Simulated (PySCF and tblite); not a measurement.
CF3NH2, CH2F3N, numbered as in [NH2:1][C:2]([F:3])([F:4])[F:5].

Search: ETKDG and KDG, MMFF94s, GFN2-xTB, 90 starts; geometries at PBE0-D3(BJ)/def2-SVP. Energies: PBE0-D3(BJ)/def2-TZVP, with GFN2-xTB thermal terms (modes under about 100 cm⁻¹ blended into free rotors). Symmetry numbers and mirror images are counted. Conformers within 3 kcal/mol (GFN2-xTB free energy) were kept, 8 at most. GIAO shieldings: KT3/pcSseg-2. Shifts are against TMS (¹³C), CFCl3 (¹⁹F), NH3 (¹⁵N) at the same level. (PySCF 2.14, tblite 0.8.)

```csv
conformer,shape,weight %,dipole D
1,Cs,100.0,2.52
```

Task: How do the computed shifts compare with measured ones?

Result: 
```tsv
nucleus	signal	leading conformer	average	measured	medium
¹⁹F	F3/F4/F5	-87.0	-87.0	-48.9	not stated
¹⁹F	F3/F4/F5	-87.0	-87.0	-49	not stated
```

Measured values: G. Saielli, R. Bini, A. Bagno, Computational 19F NMR. 2. Organic compounds, RSC Adv. 2014, ESI (exp. from Berger-Braun-Kalinowski 1994 and Everett 1995); Wikipedia, Fluorine-19 nuclear magnetic resonance spectroscopy.  The computed shifts are unscaled and lack vibrational corrections.


¹⁵N shifts are against a computed isolated NH3 molecule, about 20 ppm from the liquid.